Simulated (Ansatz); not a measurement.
Geometry optimisation, RKS PBE0-D4/def2-SVP in Ansatz 0.2.0.

Input file:

```yaml
crystal:
  periodic: [false, false, false]
  atoms:
    - { symbol: "N", position_ang: [-0.52566, 0.78758, -0.67783] }
    - { symbol: C, position_ang: [-0.03299, 0.21618, 0.38392] }
    - { symbol: "N", position_ang: [-0.05773, 0.73314, 1.57919] }
    - { symbol: H, position_ang: [-0.48364, 0.34675, -1.58978] }
    - { symbol: H, position_ang: [-0.96919, 1.69464, -0.62891] }
    - { symbol: H, position_ang: [0.43074, -0.75952, 0.26431] }
    - { symbol: H, position_ang: [0.33961, 0.24671, 2.37124] }
    - { symbol: H, position_ang: [-0.47471, 1.63932, 1.76042] }
total_charge: 1
basis:
  gaussian: { orbitals: def2-SVP }
hamiltonian:
  xc: pbe0
  dispersion: d4
relax:
  f_tol: 0.015
  max_steps: 40
```

Run as:

```bash
$ ansatz run input.yaml --threads 1 --pin off --max-ram 2048MiB --backend cpu --events-out ev --progress --plain --runs-dir out
```

Task: Where does it end, and by what steps?

Result: It converged. Limits of this set-up: the dipole of an ion depends on the origin. After 4 steps the energy has fallen by 0.013 eV; H5 moved furthest, 0.06 Å.

```csv
step,energy less start (eV),largest force component (eV/Å),accepted
0,0.0000,0.297,yes
1,-0.0091,0.073,yes
2,-0.0123,0.051,yes
3,-0.0128,0.028,yes
4,-0.0128,0.002,yes
```

```xyz
8
Properties=species:S:1:pos:R:3
N -0.531 0.795 -0.688
C -0.041 0.232 0.386
N -0.058 0.738 1.591
H -0.469 0.320 -1.583
H -0.985 1.706 -0.681
H 0.427 -0.752 0.264
H 0.351 0.221 2.364
H -0.467 1.644 1.809
```

Whether the end is a true minimum wasn't checked by a vibrational analysis.

Time of the run: 8.2 s on 1 thread of Arm Neoverse V2, with other jobs on the host, peak memory 0.12 GiB.
